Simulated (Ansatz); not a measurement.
Born–Oppenheimer molecular dynamics of FH3Si (5 atoms, charge 0, multiplicity 1). It starts from a relaxed structure.

All numbers below come from Ansatz 0.2.0, RKS PBE0-D4/def2-SVPD.

```json
{
  "ensemble": "NVE (Milne-controlled integrator)",
  "time step": "0.5 fs",
  "steps asked": "500",
  "starting velocities drawn for": "500 K",
  "seed": "450524"
}
```

Frames 2.5 fs apart, positions in Å.

Velocities at 60.0 fs (Å/ps):

```
Si 0.52 -0.96 -3.71
F -0.04 0.01 5.72
H -17.21 -4.27 0.60
H -10.82 3.09 -7.93
H 14.31 27.73 2.82
```

```xyz
5
Properties=species:S:1:pos:R:3 time_fs=60.0 energy_less_start_eV=0.062 T=339
Si 0.004 0.005 -0.032
F 0.000 -0.002 1.620
H 1.396 -0.087 -0.494
H -0.806 1.162 -0.540
H -0.697 -1.179 -0.536
5
Properties=species:S:1:pos:R:3 time_fs=62.5 energy_less_start_eV=0.156 T=99
Si 0.005 0.003 -0.041
F 0.000 -0.001 1.633
H 1.371 -0.089 -0.495
H -0.819 1.169 -0.552
H -0.675 -1.137 -0.532
5
Properties=species:S:1:pos:R:3 time_fs=65.0 energy_less_start_eV=0.096 T=253
Si 0.004 0.003 -0.047
F 0.000 -0.001 1.643
H 1.393 -0.075 -0.506
H -0.799 1.171 -0.545
H -0.694 -1.172 -0.542
5
Properties=species:S:1:pos:R:3 time_fs=67.5 energy_less_start_eV=0.092 T=263
Si 0.002 0.005 -0.051
F 0.000 -0.001 1.649
H 1.439 -0.045 -0.519
H -0.757 1.175 -0.525
H -0.731 -1.246 -0.552
5
Properties=species:S:1:pos:R:3 time_fs=70.0 energy_less_start_eV=0.141 T=137
Si 0.000 0.004 -0.053
F 0.000 0.000 1.650
H 1.462 -0.007 -0.520
H -0.712 1.198 -0.502
H -0.747 -1.292 -0.540
5
Properties=species:S:1:pos:R:3 time_fs=72.5 energy_less_start_eV=0.077 T=301
Si -0.001 0.000 -0.052
F 0.000 0.001 1.645
H 1.443 0.033 -0.504
H -0.677 1.243 -0.484
H -0.728 -1.278 -0.502
5
Properties=species:S:1:pos:R:3 time_fs=75.0 energy_less_start_eV=0.065 T=332
Si -0.002 -0.005 -0.049
F 0.000 0.001 1.636
H 1.400 0.066 -0.480
H -0.652 1.290 -0.467
H -0.687 -1.225 -0.452
5
Properties=species:S:1:pos:R:3 time_fs=77.5 energy_less_start_eV=0.138 T=145
Si -0.002 -0.008 -0.043
F -0.001 0.001 1.623
H 1.378 0.088 -0.464
H -0.632 1.312 -0.450
H -0.663 -1.196 -0.417
5
Properties=species:S:1:pos:R:3 time_fs=80.0 energy_less_start_eV=0.066 T=330
Si -0.003 -0.007 -0.034
F -0.001 0.002 1.609
H 1.400 0.095 -0.463
H -0.618 1.299 -0.432
H -0.683 -1.234 -0.416
5
Properties=species:S:1:pos:R:3 time_fs=82.5 energy_less_start_eV=0.082 T=290
Si -0.003 -0.003 -0.024
F -0.001 0.001 1.595
H 1.442 0.086 -0.472
H -0.621 1.268 -0.421
H -0.721 -1.296 -0.438
5
Properties=species:S:1:pos:R:3 time_fs=85.0 energy_less_start_eV=0.134 T=153
Si -0.002 0.000 -0.015
F -0.001 0.001 1.583
H 1.461 0.059 -0.479
H -0.649 1.244 -0.425
H -0.739 -1.316 -0.458
5
Properties=species:S:1:pos:R:3 time_fs=87.5 energy_less_start_eV=0.077 T=303
Si 0.000 0.000 -0.010
F -0.001 0.001 1.577
H 1.439 0.019 -0.475
H -0.700 1.236 -0.444
H -0.723 -1.271 -0.466
```

Of the whole run (250 fs, mean temperature of the second half 247 K): The conserved energy stayed within 0.0062 meV per atom of its start (net change 0.0006 meV per atom), so the integration is sound. The temperature averaged 0.49 of the 500 K drawn at the start: a run that starts near a minimum puts about half its kinetic energy into the potential. A run of 0.25 ps of so small a system gives no equilibrium averages.

The run took 8.3 min on 2 threads of Arm Neoverse N1 (shared host), peak memory 0.12 GiB.
